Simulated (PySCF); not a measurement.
Species: C₃HN₂ (charge -1).
InChI=1S/C3HN2/c4-2-1-3-5/h1H/q-1

All values: PBE0/pcSseg-1 (PySCF, non-relativistic), on one gas-phase PBE0-D3(BJ)/def2-SVP geometry that isn't relaxed in the solvent. The solvent is an IEF-PCM continuum (cavity from Bondi-type radii × 1.2). The model holds no explicit solvent molecules, cavitation or dispersion.

```tsv
run	E − E(gas) (kJ/mol)	HOMO (eV)	HOMO–LUMO gap (eV)
gas	0.00	-0.68	5.96
P	-229.37	-5.16	6.16
Q	-188.82	-4.40	6.13
```

Q: The runs were made in acetone and chloroform. Which run belongs to which solvent?

A: P = acetone, Q = chloroform. The dielectric constants are 4.711 (chloroform), 20.49 (acetone), and the energy falls further as ε rises. In this model the ground state sees the solvent through ε alone.

Q: How constant is the ratio of the lowering to 1 − 1/ε?

A: 
| solvent | 1 − 1/ε | E − E(gas) (kJ/mol) | ratio (kJ/mol) | polarisation term (kJ/mol) |
| --- | --- | --- | --- | --- |
| chloroform | 0.788 | -188.82 | -239.7 | -190.47 |
| acetone | 0.951 | -229.37 | -241.1 | -232.38 |

The ratio changes by +0.6 % in size from chloroform to acetone. The polarisation term is half the interaction of the solute with the induced surface charges.
